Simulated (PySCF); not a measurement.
**A diatomic session: BN**

The task here is to estimate one member of a computed series from the others.

Computed with PySCF 2.14.0. Level: B 6-31G(d,p), N 6-31G(d,p), no relativity.

Set-up of the first run:

A driver script around PySCF takes these settings:

* atoms: B, N
* charge: 0
* basis: B 6-31G(d,p), N 6-31G(d,p)
* Hamiltonian: no relativity
* basis functions: 28
* electrons treated: 12
* masses in u: 11.0093, 14.0031
* levels: PBE0, PBE, r²SCAN, M06, PBEsol, B2PLYP, HSE06, HF, MP2, SCS-MP2, CCSD, CCSD(T)
* grid: 80 radial by 434 angular points
* occupations: held fixed by the projection of orbital angular momentum
* dissociation limit: B + N, each in its ground configuration
* starting distance in angstrom: 1.470
* values of 2S to try: 0, 2, 4

Steps of the session up to this table: The job; The PBE0 curve of the state that the search chose; Excited determinants; PBE (GGA); r²SCAN; M06 (hybrid meta-GGA); PBEsol; B2PLYP (double hybrid); HSE06 (range-separated hybrid); ROHF (mean field); Correlated methods on the Hartree–Fock reference.

One table of the session follows, with a row left open; its other results are not shown here.

```
       level  Re (Å)  ωe (cm⁻¹)  De (eV)
        ROHF   1.290       1798     2.29
    ROHF-MP2   1.334       1542     4.24
ROHF-SCS-MP2   1.332       1543     4.07
   ROHF-CCSD   1.331       1574     3.77
ROHF-CCSD(T)   1.341       1505     3.97
         PBE   1.340       1513     5.28
      PBEsol   1.339       1522     5.46
      r²SCAN       ?          ?        ?
        PBE0   1.322       1599     4.77
         M06   1.325       1584     4.61
       HSE06   1.322       1595     4.75
      B2PLYP   1.331       1526     4.56
```

Q: Estimate the row for r²SCAN from the others.

**Answer.** Re (Å): 1.328; ωe (cm⁻¹): 1575; De (eV): 4.86. In the column «Re (Å)» it lies between M06 (1.325) and ROHF-CCSD (1.331).

De is counted to B + N in their ground configurations.
